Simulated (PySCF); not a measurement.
Structure problem from calculated spectra and properties.

Formula: C5H10O.

| Item | Value |
| --- | --- |
| Couplings | largest of the computed one-bond spin–spin couplings (means over like bonds): 13C–1H +134.2 (×6), 13C–1H +134.0 (×3), 13C–1H +128.9, 13C–13C +42.5, 13C–13C +40.3, 13C–13C +36.5 (×2), 17O–13C +34.6 Hz [B3LYP/pcJ-1, spin–dipole term left out] |
| 13C NMR | chemical shifts (computed TMS as zero) by class: 214.2 (1 C), 42.8 (1 C), 28.8 (1 C), 20.1 (2 C) ppm [GIAO PBE0/pcSseg-1] |
| Rotational structure | rotational constants A, B, C: 4.727, 3.007, 2.140 GHz [PBE0-D3(BJ)/def2-SVP] |
| Dipole | 2.88 D [PBE0/pcSseg-1] |
| NMR, other nuclei | isotropic shieldings of nuclei other than C and H, by class: -347 (1 O) ppm [GIAO PBE0/pcSseg-1] |
| 1H NMR | chemical shifts (computed TMS as zero) by class: 2.15 (1 H), 2.13 (3 H), 1.03 (6 H) ppm [GIAO PBE0/pcSseg-1] |

Gas-phase values; electronic properties from PySCF, density fitting. Levels stand in brackets. Isolated species at its PBE0-D3(BJ)/def2-SVP geometry (one conformer only). Each NMR value is the plain mean over a class of atoms that symmetry, rotation or inversion makes alike.

Task: Propose a structure and show how it fits.

Result: Numbering: `[CH3:1][C:2](=[O:3])[CH:4]([CH3:5])[CH3:6]`. Its formula, C5H10O, gives 1 degree of unsaturation: 0 rings and 1 π bond in the structure found. 5 carbons fall into 4 classes; from least to most shielded: ketone carbonyl carbon [C2] (214.2 ppm), sp3 carbon next to a carbonyl [C4] (42.8 ppm), methyl carbon next to a carbonyl [C1] (28.8 ppm), methyl carbon [C5/C6] (20.1 ppm, 2 C, up to 3.6 ppm apart in this geometry). Hydrogen classes from least to most shielded: 1 H on an sp3 carbon next to a carbonyl, C4 (2.15 ppm), 3 H on a methyl carbon next to a carbonyl, C1 (2.13 ppm, a mean of values up to 0.7 ppm apart in this geometry), 6 H on 2 methyl carbons, C5/C6 (1.03 ppm, a mean of values up to 0.8 ppm apart in this geometry). The other shieldings belong to: -347 ppm, ketone oxygen [O3]. The couplings run between: +134.2 Hz, methyl carbon [C5] and its hydrogen (with 5 like pairs); +134.0 Hz, methyl carbon next to a carbonyl [C1] and its hydrogen (with 2 like pairs); +128.9 Hz, sp3 carbon next to a carbonyl [C4] and its hydrogen; +42.5 Hz, methyl carbon next to a carbonyl [C1] and ketone carbonyl carbon [C2]; +40.3 Hz, ketone carbonyl carbon [C2] and sp3 carbon next to a carbonyl [C4]; +36.5 Hz, sp3 carbon next to a carbonyl [C4] and methyl carbon [C5] (with 1 like pair); +34.6 Hz, ketone oxygen [O3] and ketone carbonyl carbon [C2]. The optimised geometry has point group C1 and is an asymmetric top. Structure: methyl isopropyl ketone (`CC(=O)C(C)C`). Computed isomers that give other values at the same levels: `CCC(=O)CC` (13C chemical shifts (computed TMS as zero) by class: 213.5 (1 C), 37.2 (2 C), 8.7 (2 C) ppm); `OC1CCCC1` (13C chemical shifts (computed TMS as zero) by class: 75.7 (1 C), 37.7 (2 C), 23.3 (2 C) ppm). The assignments are read from this structure; whether some other isomer fits the data as well wasn't checked.

The values belong to the conformer `[CH3:1][C:2](=[O:3])[CH:4]([CH3:5])[CH3:6]`: C1–C2–C4–C5 168°.
